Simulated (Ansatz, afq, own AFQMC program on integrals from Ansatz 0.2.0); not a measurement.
Where AFQMC and coupled cluster stand for Ni, triplet

A free Ni atom.

Basis def2-SVP. Noble-gas cores (and the filled d shells of Ga–Kr and In–Xe) are frozen. Integrals, coupled cluster, full CI and functionals: Ansatz 0.2.0; the random walks run on the same integrals in our own AFQMC program. ph-AFQMC/CISD is guided by a CISD state made of CCSD amplitudes; releasing the constraint for a short imaginary time cuts its bias at the price of noise, slowly where states lie close. Free AFQMC starts from the CCSD state and is never constrained. Its projection time is finite, and what remains of the start isn't in its error. Error bars are statistical, one sigma. The metal's outer-core s and p shells are frozen, which shifts wave-function levels against functionals.

Determinant: UHF, the one that the program's search chose, which needn't be the lowest solution.

No full CI on the walks' own integrals is used here; CCSDT(Q) serves as the reference and is uncertain by about the last step of the cluster series.

Cautions: no relativity below Rb; outer-core shells of the metal frozen; the ph-AFQMC/CISD walk drifts between its halves (2.4 errors).

* T1 diagnostic: 0.0129
* weight of the determinant in the CISD state: 0.920
* ⟨S²⟩ of the determinant: 2.004
* size of the correlated space: 10 electrons in 22 orbitals

Reference: CCSDT(Q), correlation energy -5.348 eV. The released energy is read at 1.50 1/Eh (meV from the phaseless value at times in 1/Eh: 1 ± 11 at 0.24, 5 ± 9 at 0.50, -3 ± 11 at 1.00, 10 ± 12 at 1.50).

```csv
level,E − E(reference) (kJ/mol),share of correlation (%)
HF,516.0,0.00
MP2,31.5,93.89
CCSD,12.4,97.60
CCSD(T),-1.0,100.19
CCSDT,-1.2,100.24
ph-AFQMC/HF,12.4 ± 2.9,97.60
ph-AFQMC/CISD,0.2 ± 0.8,99.96
released AFQMC,1.2 ± 1.2,99.77
free AFQMC,1.2 ± 1.0,99.77
```

Free projections are given only where their last times agree within the noise and don't stop above the reference; a slow remainder of the start can still hide under it. A walk keeps the symmetry of its determinant, which the program's search chose and which needn't be the lowest solution, so a lower state of the same spin and another symmetry isn't excluded. Released energies are given only where the last usable release times agree within the noise; a slower fall can still hide under it.
